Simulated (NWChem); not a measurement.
# BN (boron nitride) at 6 levels

We compute a comparison of 6 runs (UHF/STO-3G, UHF/3-21G, UHF/def2-SVP, UPBE/def2-SVP, UB3LYP/6-31G*, UPBE/6-311+G**) of BN (boron nitride). 

Program for the calculation: NWChem 7.3.0.

4 further runs of the same task are left out: 1 that didn't finish, 3 set aside as unsound or not needed.

### Step 1. Starting point

The species is BN (2 atoms), meant as a triplet with charge 0. SMILES: `B#N`. The coordinates come from a PBE0-D4/def2-TZVP relaxation.

Bond lengths: B1–N2 1.315 Å.

### Step 2. Energy and forces at UHF/STO-3G (run 1)

bn.nw

```
start bn
title "BN gradient"
memory stack 880 mb heap 220 mb global 1100 mb

geometry units angstrom noautosym nocenter noautoz
  B     0.000000    0.000000   -0.023520
  N     0.000000    0.000000    1.291950
end

basis spherical bse
  * library STO-3G
end

scf
  triplet
  uhf
  thresh 1e-08
  maxiter 80
  noprint "final vectors analysis"
end

task scf gradient
```

On the command line:

```bash
$ nwchem bn.nw > bn.out
```

The log of the run:

```text
[...]
  functions       =    10
[...]
  wavefunction    = UHF
[...]
         Total SCF energy =    -77.943589555615
      One electron energy =   -134.291810414871
      Two electron energy =     42.268687525170
 Nuclear repulsion energy =     14.079533334085
                       Sz =      1.0000
                 Sz(Sz+1) =      2.0000
                      S^2 =      2.1465
[...]
                         UHF ENERGY GRADIENTS
    atom               coordinates                        gradient
                 x          y          z           x          y          z
   1 B       0.000000   0.000000  -0.044446    0.000000   0.000000  -0.013000
   2 N       0.000000   0.000000   2.441431   -0.000000  -0.000000   0.013000
[...]
```

Run time: 1.3 s. Hardware: 1 thread of Intel Xeon Platinum 8375C at 2.90GHz (Ice Lake), shared host; peak memory 0.099 GiB.

### Step 3. Energy and gradient at UHF/3-21G (run 2)

geom.nw

```
start geom
memory 2200 mb

geometry noautosym nocenter noautoz
  B      0.000000     0.000000    -0.023520
  N      0.000000     0.000000     1.291950
end

basis spherical bse
  B library 3-21G
  N library 3-21G
end

scf
  triplet
  uhf
  thresh 1e-08
  maxiter 80
end

task scf gradient
```

On the command line:

```bash
$ nwchem geom.nw > geom.out
```

The log of the run:

```text
[...]
  functions       =    18
[...]
  wavefunction    = UHF
[...]
         Total SCF energy =    -78.543278821681
      One electron energy =   -133.775982454005
      Two electron energy =     41.153170298239
 Nuclear repulsion energy =     14.079533334085
                       Sz =      1.0000
                 Sz(Sz+1) =      2.0000
                      S^2 =      2.0739
[...]
                         UHF ENERGY GRADIENTS
    atom               coordinates                        gradient
                 x          y          z           x          y          z
   1 B       0.000000   0.000000  -0.044446   -0.000000   0.000000   0.003565
   2 N       0.000000   0.000000   2.441431    0.000000  -0.000000  -0.003565
[...]
```

It took 1.2 s on 1 thread of Intel Xeon Platinum 8375C at 2.90GHz (Ice Lake), shared host; peak memory 0.098 GiB.

Runs 3 to 5 aren't shown in full; the table further down has their settings and results.

### Step 4. Energy and gradient at UPBE/6-311+G(d,p) (run 6)

bn.nw

```
start bn
title "BN PBE"
memory stack 880 mb heap 220 mb global 1100 mb
charge 0
geometry noautosym nocenter noautoz
  B      0.000000     0.000000    -0.023520
  N      0.000000     0.000000     1.291950
end
basis "ao basis" spherical bse
  * library 6-311+G**
end
dft
  xc xpbe96 cpbe96
  mult 3
  grid xfine
  convergence energy 1e-08
  maxiter 100
  mulliken
  print medium
end
task dft gradient
```

On the command line:

```bash
$ nwchem bn.nw > bn.out
```

The log of the run:

```text
[...]
          Wavefunction type:  spin polarized.
          No. of atoms     :     2
          No. of electrons :    12
[...]
          Charge           :     0
          Spin multiplicity:     3
[...]
          AO basis - number of functions:    44
[...]
              XC Information
              --------------
          PerdewBurkeErnzerhof Exchange Functional  1.000
            Perdew 1991 LDA Correlation Functional  1.000 local
           PerdewBurkeErnz. Correlation Functional  1.000 non-local
[...]
 d= 0,ls=0.0,diis     1    -79.2691781468 -9.33D+01  1.29D-02  1.08D-01     0.6
[...]
 d= 0,ls=0.0,diis    12    -79.3297228617 -1.43D-10  6.08D-08  1.48D-11     6.2
[...]
         Total DFT energy =      -79.329722861671
      One electron energy =     -134.522673031581
           Coulomb energy =       51.834915100077
    Exchange-Corr. energy =      -10.721498264252
 Nuclear repulsion energy =       14.079533334085
[...]
      Total Density - Mulliken Population Analysis
     ---------------------------------------------
    Atom       Charge   Shell Charges
 -----------   ------   -------------------------------------------------------
    1 B    5     4.84   1.13  0.85  0.40  0.76  0.80  0.50  0.29  0.03  0.01  0.06
    2 N    7     7.16   1.10  0.89  0.70  0.99  1.51  0.84  1.02  0.03  0.05  0.02
[...]
      <S2> =      2.0034 (Exact =     2.0000)
[...]
  wavefunction    = open shell
                         DFT ENERGY GRADIENTS
    atom               coordinates                        gradient
                 x          y          z           x          y          z
   1 B       0.000000   0.000000  -0.044446    0.000000   0.000000   0.020372
   2 N       0.000000   0.000000   2.441431   -0.000000  -0.000000  -0.020372
[...]
```

Run time: 8.1 s. Hardware: 1 thread of Intel Xeon Platinum 8375C at 2.90GHz (Ice Lake), shared host; peak memory 0.11 GiB.

### Step 5. All runs side by side

```
run                                level  iteration cap  module  energy (Eh)  dipole moment (D)   ⟨S²⟩  largest force (eV/Å)  wall time
  1                           UHF/STO-3G             80     scf   -77.943590               2.06  2.147                 0.668      1.3 s
  2                            UHF/3-21G             80     scf   -78.543279               2.37  2.074                 0.183      1.2 s
  3                         UHF/def2-SVP             80     scf   -78.923533               2.62  2.053                 1.716      1.8 s
  4                        UPBE/def2-SVP            100     dft   -79.245242               1.59  2.003                 1.144      5.4 s
  5  UB3LYP/6-31G* (Cartesian functions)            100     dft   -79.414181               1.90  2.002                 0.552      5.7 s
  6                       UPBE/6-311+G**            100     dft   -79.329723               1.92  2.003                 1.048      8.1 s
```

### Step 6. Outcome

```
                                 quantity         value
                      run 6: total energy  -79.32972 Eh
                     run 6: dipole moment        1.92 D
run 6: HOMO energy (highest over α and β)      -7.43 eV
 run 6: LUMO energy (lowest over α and β)      -6.82 eV
                              run 6: ⟨S²⟩         2.003
          run 6: largest force on an atom    1.048 eV/Å
```

**Reading.** The dipole moment (its size) runs from 1.59 D (UPBE/def2-SVP) to 2.62 D (UHF/def2-SVP). Totals of different functionals can't be ranked against each other. In run 1 the basis is minimal, so the values are rough. Spin contamination of the reference: run 1 ⟨S²⟩ = 2.15. All runs together took 24 s, the longest 8.1 s.
